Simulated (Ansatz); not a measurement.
## Structure relaxation of Sb₃Pb

Level of theory: Ansatz, DFT PBE, scalar-relativistic, plane waves, PAW. Cutoff 420 eV, Γ-centred k mesh, Gaussian smearing, no spin polarisation in the final step.

This is the end of a relaxation of cell and atoms.

```xyz
8
Lattice="6.7701 0.0000 0.0000 -3.3850 5.8631 0.0000 0.0000 0.0000 5.8224" Properties=species:S:1:pos:R:3 pbc="T T T"
Sb    1.6396    0.9466    4.3668
Sb    5.1305    0.9466    4.3668
Sb    3.3850    3.9699    4.3668
Sb    1.7455    4.9165    1.4556
Sb   -1.7455    4.9165    1.4556
Sb    0.0000    1.8932    1.4556
Pb    3.3850    1.9544    1.4556
Pb    0.0000    3.9087    4.3668
```

Energies over the elements count from the elements' standard structures at the same level, with no empirical corrections.

Task: What space group does it have?

Result: P6_3/mmc (No. 194). Conventional cell: a = 6.770 Å, c = 5.822 Å. Sb has 8 Sb at 3.28–3.49 Å and 4 Pb at 3.39–3.54 Å; Pb is coordinated by 12 Sb at 3.39–3.54 Å.

Task: How far does it lie from the elements in energy?

Result: 0.18 eV/atom.

Task: Is it a metal?

Result: Yes, bands cross the Fermi level on the 6×6×6 mesh.

The final run used a 6×6×6 mesh on its 8-atom cell and 0.10 eV smearing. For metals, differences of a few meV/atom aren't resolved. Spin–orbit coupling is left out.

Cost: 2 runs of about 2.4 core-minutes in all, on Arm Neoverse V1 (shared hosts).